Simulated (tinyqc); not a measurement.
Harmonic frequencies on the RHF/sto-3g surface (energies and gradients from PySCF), for H3O+, spin multiplicity 1, step by step. Computed by tinyqc, a small Python program that keeps every step (integrals from PySCF). Settings: charge = 1, multiplicity = 1, basis = sto-3g, delta = 0.005. Command: `OMP_NUM_THREADS=1 python tinyqc.py 21704 21705 out.jsonl` (the two numbers bound the seeds that draw the settings). One thread of a shared host (Intel(R) Xeon(R) Processor @ 2.60GHz), about 2 s of CPU time with the checks.

## One row of the Hessian: 1Ox

optimised positions (bohr), order 1O, 2H, 3H, 4H:
```
[[-0.022820, -0.002538, 0.472163],
 [1.795558, -0.033820, 0.030810],
 [-0.902876, 1.560713, -0.060703],
 [-0.936002, -1.573488, 0.024492]]
```

gradient at +delta (hartree/bohr), order 1O, 2H, 3H, 4H:
```
[[0.00537051, 0.00000745, 0.00007049],
 [-0.00303081, 0.00004500, 0.00089138],
 [-0.00115096, 0.00100366, -0.00049935],
 [-0.00118874, -0.00105611, -0.00046252]]
```

gradient at -delta (hartree/bohr), order 1O, 2H, 3H, 4H:
```
[[-0.00532071, 0.00000311, -0.00009383],
 [0.00300797, -0.00005497, -0.00087523],
 [0.00113142, -0.00102276, 0.00050512],
 [0.00118132, 0.00107461, 0.00046394]]
```

Displace 1Ox by +/-0.005 bohr; H(k, :) = (g(+) - g(-)) / (2 delta).

row of the Hessian (hartree/bohr^2): [1.06912142, 0.00043389, 0.01643135, -0.60387814, 0.00999652, 0.17666174, -0.22823777, 0.20264223, -0.10044667, -0.23700552, -0.21307265, -0.09264642]

## Hessian by finite differences

All rows are made in the same way, and the matrix is symmetrised.

Hessian (symmetrised) (hartree/bohr^2), order 1Ox, 1Oy, 1Oz, 2Hx, 2Hy, 2Hz, 3Hx, 3Hy, 3Hz, 4Hx, 4Hy, 4Hz:
```
[[1.06912142, 0.00043445, 0.01643610, -0.60387853, 0.00999614, 0.17665862, -0.22823856, 0.20264745, -0.10044749, -0.23700632, -0.21307805, -0.09264724],
 [0.00043445, 1.06870361, -0.02534245, 0.00813845, -0.11431879, 0.00008762, 0.20252027, -0.47418908, 0.17796307, -0.21109318, -0.48019774, -0.15270822],
 [0.01643610, -0.02534245, 0.14342546, 0.10849376, 0.00080808, -0.04221117, -0.06696202, 0.11855429, -0.05799063, -0.05796797, -0.09401988, -0.04322315],
 [-0.60387853, 0.00813845, 0.10849376, 0.61112035, -0.00923613, -0.13387372, -0.00326052, -0.00472513, 0.01265733, -0.00398101, 0.00582282, 0.01272277],
 [0.00999614, -0.11431879, 0.00080808, -0.00923613, 0.08305850, 0.00034559, 0.03875993, 0.01488492, -0.01714046, -0.03951992, 0.01637606, 0.01598677],
 [0.17665862, 0.00008762, -0.04221117, -0.13387372, 0.00034559, 0.04345956, -0.02243150, 0.00211998, -0.00023824, -0.02035257, -0.00255323, -0.00101033],
 [-0.22823856, 0.20252027, -0.06696202, -0.00326052, 0.03875993, -0.02243150, 0.20646485, -0.21943960, 0.07955036, 0.02503509, -0.02184042, 0.00984310],
 [0.20264745, -0.47418908, 0.11855429, -0.00472513, 0.01488492, 0.00211998, -0.21943960, 0.47278732, -0.14101456, 0.02151718, -0.01348250, 0.02034041],
 [-0.10044749, 0.17796307, -0.05799063, 0.01265733, -0.01714046, -0.00023824, 0.07955036, -0.14101456, 0.05839818, 0.00823947, -0.01980736, -0.00016944],
 [-0.23700632, -0.21109318, -0.05796797, -0.00398101, -0.03951992, -0.02035257, 0.02503509, 0.02151718, 0.00823947, 0.21595309, 0.22909572, 0.07008101],
 [-0.21307805, -0.48019774, -0.09401988, 0.00582282, 0.01637606, -0.00255323, -0.02184042, -0.01348250, -0.01980736, 0.22909572, 0.47730481, 0.11638034],
 [-0.09264724, -0.15270822, -0.04322315, 0.01272277, 0.01598677, -0.00101033, 0.00984310, 0.02034041, -0.00016944, 0.07008101, 0.11638034, 0.04440274]]
```

## Normal modes

masses (u): [15.994915, 1.007825, 1.007825, 1.007825]

Diagonalise H_ij / sqrt(m_i m_j); the 6 smallest eigenvalues belong to translations and rotations; wavenumber = sqrt(eigenvalue / 1822.888) x 219474.63; each mode has its largest component positive (the first on a tie); zero-point energy = sum of wavenumbers / 2, with 349.755 1/cm per kcal/mol.

eigenvalues of the mass-weighted Hessian (hartree/(bohr^2 u)): [-0.000005, -0.000001, 0.000000, 0.000000, 0.000000, 0.000006, 0.027111, 0.140645, 0.140652, 0.625229, 0.702369, 0.702384]

harmonic wavenumbers of the vibrations (1/cm): [846.4, 1927.8, 1927.9, 4064.7, 4308.1, 4308.2]

mass-weighted modes, order 1Ox, 1Oy, 1Oz, 2Hx, 2Hy, 2Hz, 3Hx, 3Hy, 3Hz, 4Hx, 4Hy, 4Hz:
```
[[0.006896, -0.116027, -0.213790, -0.001605, -0.288524, -0.008159],
 [-0.010630, -0.213807, 0.115898, 0.002388, 0.008021, -0.288460],
 [-0.388760, 0.003791, -0.006964, 0.087604, -0.005354, 0.007747],
 [0.117737, -0.046803, -0.105777, 0.565312, 0.758586, 0.013524],
 [0.012835, 0.673915, -0.360449, -0.008876, -0.013325, 0.011056],
 [0.518539, -0.098474, -0.141700, -0.106224, -0.187061, -0.003614],
 [-0.071448, 0.596561, 0.302341, -0.274318, 0.197663, -0.309594],
 [0.124625, 0.260707, 0.290855, 0.487180, -0.331401, 0.561824],
 [0.512071, -0.086586, 0.140832, -0.134648, 0.116131, -0.193077],
 [-0.073764, -0.087526, 0.655137, -0.284600, 0.193178, 0.328575],
 [-0.095109, -0.082852, -0.392121, -0.487816, 0.312770, 0.576291],
 [0.518127, 0.169956, 0.028613, -0.108127, 0.092260, 0.165830]]
```

zero-point energy = 24.850279 kcal/mol

Within a degenerate level the vectors are fixed only up to a rotation; this is one choice.
